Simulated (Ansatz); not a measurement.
`NCOCF` + `N#CO` → `N#COCN` + `OCF`  (substitution at a C–O bond)

Program: Ansatz. Geometries: PBE0-D4/def2-TZVP. ΔE: electronic, gas phase. CCSD(T)/CBS is the MP2 limit (def2-TZVPP, def2-QZVPP) plus CCSD(T) − MP2 in def2-TZVPP, frozen cores. This one scheme is used for every species. Functionals use def2-TZVPP. Each species was taken in one conformer, which may not be the lowest.

`NCOCF`:

Z-matrix (Å, degrees):
```
C
O 1 1.440
N 1 1.411 2 111.7
H 1 1.093 2 108.8 3 -121.1
H 1 1.098 2 107.9 3 121.0
C 2 1.361 1 114.2 3 -172.0
H 3 1.011 1 111.8 2 58.2
H 3 1.011 1 111.7 2 -63.9
F 6 1.386 2 111.4 1 -72.1
H 6 1.091 2 108.0 1 170.0
H 6 1.099 2 112.3 1 46.6
```

`N#CO`:

Cartesian coordinates in Å:
```
N 1.109 1.080 -0.463
C 0.391 0.294 -0.023
O -0.371 -0.591 0.526
H -1.129 -0.783 -0.040
```

`N#COCN`:

```xyz
9

N     0.633   -0.806    2.863
C     0.604   -0.237    1.856
O     0.576    0.395    0.747
C    -0.294   -0.245   -0.309
N    -0.276    0.493   -1.480
H    -1.292   -0.292    0.125
H     0.114   -1.245   -0.454
H     0.620    0.526   -1.943
H    -0.686    1.411   -1.404
```

`OCF`:

Cartesian coordinates in Å:
```
O 0.379 0.799 0.623
C -0.128 -0.060 -0.316
F -1.188 -0.783 0.194
H 0.835 0.293 1.303
H 0.606 -0.795 -0.664
H -0.505 0.547 -1.141
```

```tsv
level	ΔE (kJ/mol)
r2SCAN-D4	-15.4
PBE0-D4	-12.8
ωB97M-V	-11.1
PBE	-16.2
r2SCAN	-15.7
HF/def2-TZVPP	-13.7
CCSD/def2-TZVPP	-9.2
HF/CBS(def2)	-13.9
```

(1) What does CCSD(T)/CBS give? (An estimate is asked.)

Largest T1 diagnostic among the species: 0.014.

## Answers

(1) Computed: -10.9 kJ/mol. The listed levels differ from it by -4.5, -1.9, -0.2, -5.3, -4.8, -2.8, 1.7, -3.0 kJ/mol.
